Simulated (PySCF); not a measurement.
Compound: CH3CH2CHFCH3, C₄H₉F.
SMILES with atom numbers: `[CH3:1][CH2:2][C@H:3]([CH3:4])[F:5]` (hydrogens: H6, H7, H8 on C1; H9, H10 on C2; H11 on C3; H12, H13, H14 on C4)

Geometry (PBE0-D3(BJ)/def2-TZVP, Å), atoms numbered from 1 in this order:
```xyz
14
C4H9F angstrom
C      1.914   -0.101    0.306
C      0.475    0.342    0.496
C     -0.480   -0.293   -0.489
C     -1.912    0.148   -0.319
F     -0.429   -1.680   -0.328
H      2.280    0.165   -0.689
H      2.005   -1.183    0.416
H      2.572    0.370    1.040
H      0.394    1.428    0.387
H      0.131    0.102    1.508
H     -0.141   -0.098   -1.514
H     -2.002    1.220   -0.507
H     -2.561   -0.381   -1.018
H     -2.255   -0.056    0.698
```

All values: wB97X-D/pcSseg-2 (PySCF, non-relativistic), on one gas-phase PBE0-D3(BJ)/def2-TZVP geometry that isn't relaxed in the solvent. The solvent is an IEF-PCM continuum (cavity from Bondi-type radii × 1.2). Specific hydrogen bonds and non-electrostatic terms are outside this model.

Gas phase at wB97X-D/pcSseg-2: HOMO -10.93 eV, LUMO 2.37 eV, dipole 1.91 D.

**Question.** What does the continuum do to the energy, the frontier levels and the dipole at wB97X-D/pcSseg-2 in chloroform?

**Answer.** 
```json
{"solvent": "chloroform", "ε": "4.711", "E(solvent) − E(gas) (kJ/mol)": "-8.85", "polarisation term (kJ/mol)": "-9.84", "distortion of the solute (kJ/mol)": "0.99", "HOMO (eV)": "-10.85", "LUMO (eV)": "2.57", "dipole (D)": "2.32"}
```

The first energy column is the sum of the next two and covers electrostatics alone.

**Question.** Which radius a makes the point-dipole formula ΔE = −[(ε − 1)/(2ε + 1)]·μ²/a³ give the value in chloroform, with the gas-phase dipole?

**Answer.** μ = 0.751 au and |ΔE| = 0.00337 Eh give a = 2.07 Å; the farthest nucleus lies 2.80 Å from the centroid of the nuclei, so such a sphere wouldn't even hold the nuclei. The formula assumes a rigid point dipole at the centre of a sphere.

**Question.** Give the dipole vector in the frame of the coordinates (D, pointing from negative to positive charge), gas and chloroform.

**Answer.** Gas (-0.07, 1.91, -0.06), solvent (-0.10, 2.31, -0.10). Its length changes by +21 % and its direction by less than 1°.

wB97X-D is run here without its empirical dispersion term; that term would change no orbital, density or response property at a fixed geometry.
